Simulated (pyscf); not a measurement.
PySCF, gas phase, ωB97X-D3(BJ)/def2-SVP geometries.

SMILES: [Cl][Ti]([Cl])([F])[OH]
```xyz
6

O      0.7960     1.0155    -0.5790
Ti     0.9047    -0.3981     0.4195
F      1.3891     0.0867     2.0021
Cl    -1.0394    -1.3746     0.4759
Cl     2.3617    -1.7655    -0.4429
H      0.5801     1.2715    -1.4835
```
Charge 0, spin multiplicity 1.

### Question
How much does it cost (ΔH, 298 K, ωB97M-D3(BJ)/def2-TZVP) to split HO–Ti(F)(Cl)–Cl at its F–Ti bond into [HO–Ti(Cl)–Cl]• + F•?

### Answer
F–Ti to [HO–Ti(Cl)–Cl]• + F•: 505.4 kJ/mol. The 7 functionals that were run give +479.0 (M06-2X) to +581.4 kJ/mol (PBE). The radicals are drawn with the spin at the cut bond; how far it spreads was not checked. Other isomers of [HO–Ti(Cl)–Cl]• were not searched in full and may lie lower. Left out: the spin-orbit lowering of F. Open-shell species with a d-block atom are single-reference here; other states, and whether the spin sits on metal or ligand, were not checked.
